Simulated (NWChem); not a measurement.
System: oxygen (O₂, triplet); SMILES O=O

NWChem input:

```
start job
memory heap 200 mb stack 900 mb global 1100 mb
geometry units angstroms noautosym nocenter noautoz
  O      0.000000     0.000000     0.594102
  O      0.000000     0.000000    -0.594102
end
basis spherical
  * library def2-svpd
end
dft
  odft
  mult 3
  xc pbe0
  iterations 150
end
cosmo
  do_cosmo_smd true
  solvent water
end
task dft energy
```

Excerpt of the output:

```
             Northwest Computational Chemistry Package (NWChem) 7.3.0
             --------------------------------------------------------

                             Geometry "geometry" -> ""
                             -------------------------

 Output coordinates in angstroms (scale by  1.889725989 to convert to a.u.)

  No.       Tag          Charge          X              Y              Z
 ---- ---------------- ---------- -------------- -------------- --------------
    1 O                    8.0000     0.00000000     0.00000000     0.59410200
    2 O                    8.0000     0.00000000     0.00000000    -0.59410200

 Effective nuclear repulsion energy (a.u.)      28.5029708164

                                 NWChem DFT Module
                                 -----------------

 Summary of "ao basis" -> "ao basis" (spherical)
 ------------------------------------------------------------------------------
       Tag                 Description            Shells   Functions and Types
 ---------------- ------------------------------  ------  ---------------------
 O                         def2-svpd                 9       23   4s3p2d

 in cosmo_initialize ...
 calling solv_data for solv:h2o

 solvent parameters
 solvname_short: h2o
 solvname_long:  water
 dielec:       78.4000
 dielecinf:     1.7769
 aqueous SMD model solvent descriptors
 dielec:       78.4000
 sola:          0.8200

          ---------------
          -cosmo- solvent
          ---------------
 Cosmo: York-Karplus, doi: 10.1021/jp992097l
 dielectric constant -eps-     =  78.40
 screen = (eps-1)/(eps    )    =   0.98724
 surface charge correction     = lagrangian

   van der Waals surface
 --------------------------

 ---------- ATOMIC COORDINATES (A.U.) ------------ VDWR(ANG.) --
     1    0.00000000    0.00000000    1.12268999     1.520
     2    0.00000000    0.00000000   -1.12268999     1.520
 number of segments per atom =        128
 number of   points per atom =        128
 atom (   nspa,  nppa )
 ----------------------
    1 (     92,     0 )       0
    2 (     92,     0 )       0
 number of -cosmo- surface points =      184
 molecular surface =     41.735 angstrom**2
 molecular volume  =     22.204 angstrom**3
 -lineq- algorithm             =   0
 -bem- low  level              =   3
 -bem- from -octahedral-
 gaussian surface charge width =   4.50000
 degree of switching           =   1.00000
 switching function tolerance  =   0.00010
 atomic radii =
 --------------
    1  8.000  1.520
    2  8.000  1.520
 ...... end of -cosmo- initialization ......

 nat:                     2
 ixmem:                   309
 calling mnsol_interface()
 G(SMD-CDS) energy (kcal/mol)  =     0.000
 SMD-CDS SASA (angstrom**2)    =    60.659

            General Information
            -------------------
          SCF calculation type: DFT
          Wavefunction type:  spin polarized.
          No. of atoms     :     2
          No. of electrons :    16
           Alpha electrons :     9
            Beta electrons :     7
          Charge           :     0
          Spin multiplicity:     3
          Use of symmetry is: off; symmetry adaption is: off
          Maximum number of iterations: 150
          AO basis - number of functions:    46
                     number of shells:    18
          Convergence on energy requested:  1.00D-06
          Convergence on density requested:  1.00D-05
          Convergence on gradient requested:  5.00D-04

              XC Information
              --------------
                         PBE0 Method XC Functional
                     Hartree-Fock (Exact) Exchange  0.250
          PerdewBurkeErnzerhof Exchange Functional  0.750
            Perdew 1991 LDA Correlation Functional  1.000 local
           PerdewBurkeErnz. Correlation Functional  1.000 non-local

             Grid Information
             ----------------
          Grid used for XC integration:  medium
          Radial quadrature: Mura-Knowles
          Angular quadrature: Lebedev.
          Tag              B.-S. Rad. Rad. Pts. Rad. Cut. Ang. Pts.
          ---              ---------- --------- --------- ---------
          O                   0.60       49           8.0       434
          Grid pruning is: on
          Number of quadrature shells:    98
          Spatial weights used:  Erf1

      Superposition of Atomic Density Guess
      -------------------------------------

 Sum of atomic energies:        -149.38856420

      Non-variational initial energy
      ------------------------------

 Total energy =    -149.543242
 1-e energy   =    -262.604177
 2-e energy   =      84.557965
 HOMO         =      -0.200432
 LUMO         =      -0.200432

   convergence    iter        energy       DeltaE   RMS-Dens  Diis-err
 ---------------- ----- ----------------- --------- --------- ---------
     COSMO gas phase
 d= 0,ls=0.0,diis     1   -150.0167176936 -1.79D+02  8.23D-03  1.57D-01
                                                     5.13D-03  7.60D-02
 d= 0,ls=0.0,diis     2   -150.0433713029 -2.67D-02  2.74D-03  4.78D-02
                                                     2.42D-03  4.75D-02
 d= 0,ls=0.0,diis     3   -150.0616388554 -1.83D-02  6.27D-04  8.96D-04
                                                     1.58D-04  1.04D-04
 d= 0,ls=0.0,diis     4   -150.0619078766 -2.69D-04  6.61D-05  1.27D-05
                                                     1.42D-04  4.29D-05
 d= 0,ls=0.0,diis     5   -150.0619233082 -1.54D-05  3.42D-05  1.41D-06
                                                     1.71D-05  4.37D-07
 d= 0,ls=0.0,diis     6   -150.0619239912 -6.83D-07  7.89D-07  2.16D-09
                                                     1.11D-06  3.49D-09

   convergence    iter        energy       DeltaE   RMS-Dens  Diis-err
 ---------------- ----- ----------------- --------- --------- ---------
     COSMO solvation phase
 d= 0,ls=0.0,diis     1   -150.0624879369 -5.64D-04  2.69D-04  4.98D-05
                                                     2.28D-04  3.95D-05
 d= 0,ls=0.0,diis     2   -150.0625197686 -3.18D-05  4.11D-05  5.82D-06
                                                     3.86D-05  5.28D-06
 d= 0,ls=0.0,diis     3   -150.0625215700 -1.80D-06  1.37D-05  6.66D-07
                                                     9.72D-06  3.95D-07
 d= 0,ls=0.0,diis     4   -150.0625217853 -2.15D-07  3.21D-06  4.01D-08
                                                     2.93D-06  4.53D-08

[...]

                                COSMO-SMD solvation results
                                ---------------------------

             internal energy in gas <Psi(g)|H|Psi(g)> =      -150.061923991245
         internal energy in solvent <Psi(s)|H|Psi(s)> =      -150.061887430836
                               delta internal energy  =         0.000036560410 (    0.02 kcal/mol)
   total free energy in solvent <Psi(s)|H+V/2|Psi(s)> =      -150.062521785288
 polarization energy contribution <Psi(s)|V/2|Psi(s)> =        -0.000634354452 (   -0.40 kcal/mol)
    total free energy in solvent including G(SMD-CDS) =      -150.062521785288
                       G(SMD-CDS) energy contribution =         0.000000000000 (    0.00 kcal/mol)
     1 M fixed-concentration free energy of solvation =        -0.000597794043 (   -0.38 kcal/mol)

                    DFT Final Alpha Molecular Orbital Analysis
                    ------------------------------------------

 Vector    7  Occ=1.000000D+00  E=-5.825987D-01
              MO Center=  1.1D-10, -2.1D-11,  8.0D-08, r^2= 1.1D+00
   Bfn.  Coefficient  Atom+Function         Bfn.  Coefficient  Atom+Function
  ----- ------------  ---------------      ----- ------------  ---------------
     7      0.465719  1 O  pz                30     -0.465719  2 O  pz
     3      0.235457  1 O  s                 26      0.235457  2 O  s
    10      0.223499  1 O  pz                33     -0.223499  2 O  pz
     2      0.153955  1 O  s                 25      0.153955  2 O  s
     1      0.077288  1 O  s                 24      0.077288  2 O  s

 Vector    8  Occ=1.000000D+00  E=-3.303560D-01
              MO Center= -3.3D-10,  3.5D-10,  1.0D-07, r^2= 9.5D-01
   Bfn.  Coefficient  Atom+Function         Bfn.  Coefficient  Atom+Function
  ----- ------------  ---------------      ----- ------------  ---------------
     6     -0.391964  1 O  py                29      0.391963  2 O  py
     5      0.369673  1 O  px                28     -0.369673  2 O  px
     9     -0.277568  1 O  py                32      0.277568  2 O  py
     8      0.261783  1 O  px                31     -0.261783  2 O  px
    12     -0.071855  1 O  py                35      0.071855  2 O  py

 Vector    9  Occ=1.000000D+00  E=-3.303560D-01
              MO Center= -7.2D-11,  5.4D-11,  1.0D-07, r^2= 9.5D-01
   Bfn.  Coefficient  Atom+Function         Bfn.  Coefficient  Atom+Function
  ----- ------------  ---------------      ----- ------------  ---------------
     5      0.391964  1 O  px                28     -0.391963  2 O  px
     6      0.369673  1 O  py                29     -0.369673  2 O  py
     8      0.277568  1 O  px                31     -0.277568  2 O  px
     9      0.261783  1 O  py                32     -0.261783  2 O  py
    11      0.071855  1 O  px                34     -0.071855  2 O  px

 Vector   10  Occ=0.000000D+00  E= 6.847453D-02
              MO Center= -3.3D-10,  3.6D-10, -2.3D-07, r^2= 9.0D+00
   Bfn.  Coefficient  Atom+Function         Bfn.  Coefficient  Atom+Function
  ----- ------------  ---------------      ----- ------------  ---------------
     4      6.318536  1 O  s                 27     -6.318536  2 O  s
    13     -2.554272  1 O  pz                36     -2.554272  2 O  pz
     3      0.561983  1 O  s                 26     -0.561983  2 O  s
    10     -0.401047  1 O  pz                33     -0.401047  2 O  pz
    21      0.150295  1 O  d  0              44     -0.150295  2 O  d  0

 Vector   11  Occ=0.000000D+00  E= 8.394928D-02
              MO Center= -7.8D-09,  8.1D-09,  2.3D-07, r^2= 5.9D+00
   Bfn.  Coefficient  Atom+Function         Bfn.  Coefficient  Atom+Function
  ----- ------------  ---------------      ----- ------------  ---------------
     4      0.843036  1 O  s                 27      0.843037  2 O  s
    13      0.558935  1 O  pz                36     -0.558935  2 O  pz
     3     -0.418459  1 O  s                 26     -0.418459  2 O  s
     2     -0.111198  1 O  s                 10     -0.111481  1 O  pz
    25     -0.111198  2 O  s                 33      0.111481  2 O  pz

 Vector   12  Occ=0.000000D+00  E= 1.164493D-01
              MO Center=  3.6D-09, -3.8D-09, -8.1D-08, r^2= 6.0D+00
   Bfn.  Coefficient  Atom+Function         Bfn.  Coefficient  Atom+Function
  ----- ------------  ---------------      ----- ------------  ---------------
    12     -0.431210  1 O  py                35     -0.431210  2 O  py
    11      0.406759  1 O  px                34      0.406759  2 O  px
     9      0.124941  1 O  py                32      0.124941  2 O  py
     8     -0.117857  1 O  px                31     -0.117857  2 O  px
     6      0.100027  1 O  py                29      0.100027  2 O  py

                     DFT Final Beta Molecular Orbital Analysis
                     -----------------------------------------

 Vector    5  Occ=1.000000D+00  E=-5.399022D-01
              MO Center= -1.3D-10,  1.1D-10,  1.1D-07, r^2= 1.2D+00
   Bfn.  Coefficient  Atom+Function         Bfn.  Coefficient  Atom+Function
  ----- ------------  ---------------      ----- ------------  ---------------
     7      0.455227  1 O  pz                30     -0.455227  2 O  pz
     3      0.235072  1 O  s                 26      0.235072  2 O  s
    10      0.222245  1 O  pz                33     -0.222245  2 O  pz
     2      0.156227  1 O  s                 25      0.156227  2 O  s
     1      0.081110  1 O  s                 24      0.081110  2 O  s

 Vector    6  Occ=1.000000D+00  E=-4.897226D-01
              MO Center=  1.4D-10, -8.7D-11, -5.0D-08, r^2= 8.7D-01
   Bfn.  Coefficient  Atom+Function         Bfn.  Coefficient  Atom+Function
  ----- ------------  ---------------      ----- ------------  ---------------
     5      0.320316  1 O  px                28      0.320316  2 O  px
     6      0.302093  1 O  py                29      0.302093  2 O  py
     8      0.192626  1 O  px                31      0.192626  2 O  px
     9      0.181668  1 O  py                32      0.181668  2 O  py
    17      0.025668  1 O  d  1              40     -0.025668  2 O  d  1

 Vector    7  Occ=1.000000D+00  E=-4.897226D-01
              MO Center=  6.6D-10, -7.0D-10, -5.0D-08, r^2= 8.7D-01
   Bfn.  Coefficient  Atom+Function         Bfn.  Coefficient  Atom+Function
  ----- ------------  ---------------      ----- ------------  ---------------
     6     -0.320316  1 O  py                29     -0.320316  2 O  py
     5      0.302093  1 O  px                28      0.302093  2 O  px
     9     -0.192626  1 O  py                32     -0.192626  2 O  py
     8      0.181668  1 O  px                31      0.181668  2 O  px
    15      0.025668  1 O  d -1              38     -0.025668  2 O  d -1

 Vector    8  Occ=0.000000D+00  E=-1.071944D-01
              MO Center= -1.2D-10,  1.2D-10,  5.2D-08, r^2= 1.2D+00
   Bfn.  Coefficient  Atom+Function         Bfn.  Coefficient  Atom+Function
  ----- ------------  ---------------      ----- ------------  ---------------
     6     -0.360539  1 O  py                29      0.360539  2 O  py
     5      0.339931  1 O  px                28     -0.339931  2 O  px
     9     -0.290119  1 O  py                32      0.290119  2 O  py
     8      0.273536  1 O  px                31     -0.273536  2 O  px
    12     -0.163225  1 O  py                35      0.163225  2 O  py

 Vector    9  Occ=0.000000D+00  E=-1.071944D-01
              MO Center= -3.2D-11,  3.9D-12,  5.2D-08, r^2= 1.2D+00
   Bfn.  Coefficient  Atom+Function         Bfn.  Coefficient  Atom+Function
  ----- ------------  ---------------      ----- ------------  ---------------
     5      0.360539  1 O  px                28     -0.360539  2 O  px
     6      0.339931  1 O  py                29     -0.339931  2 O  py
     8      0.290119  1 O  px                31     -0.290119  2 O  px
     9      0.273536  1 O  py                32     -0.273536  2 O  py
    11      0.163225  1 O  px                34     -0.163225  2 O  px

 Vector   10  Occ=0.000000D+00  E= 7.773612D-02
              MO Center=  2.4D-09, -2.5D-09, -2.7D-07, r^2= 9.4D+00
   Bfn.  Coefficient  Atom+Function         Bfn.  Coefficient  Atom+Function
  ----- ------------  ---------------      ----- ------------  ---------------
     4      6.723060  1 O  s                 27     -6.723059  2 O  s
    13     -2.684793  1 O  pz                36     -2.684793  2 O  pz
     3      0.534587  1 O  s                 26     -0.534587  2 O  s
    10     -0.374452  1 O  pz                33     -0.374452  2 O  pz
    21      0.154582  1 O  d  0              44     -0.154582  2 O  d  0

   alpha - beta orbital overlaps
   -----------------------------

   alpha      1      2      3      4      5      6      7      8      9     10
    beta      2      1      3      4      6      7      5      8      9     10
 overlap   1.000  1.000  0.999  0.999  0.998  0.998  0.999  0.994  0.994  0.998

   alpha     11     12     13     14     15     16     17     18     19     20
    beta     11     13     12     14     16     15     17     18     19     20
 overlap   1.000  0.999  0.999  1.000  0.995  0.995  0.987  0.990  1.000  1.000

   alpha     21     22     23     24     25     26     27     28     29     30
    beta     21     23     22     24     25     26     27     28     29     30
 overlap   1.000  1.000  1.000  1.000  1.000  0.998  0.998  0.999  0.999  0.999

[...]
```

Level: PBE0/def2-SVPD, spin-unrestricted, SMD on the gas-phase geometry. Geometry: optimised at PBE0/def2-SVP, spin-unrestricted. No stability test was run on the SCF state. Solvent: water.
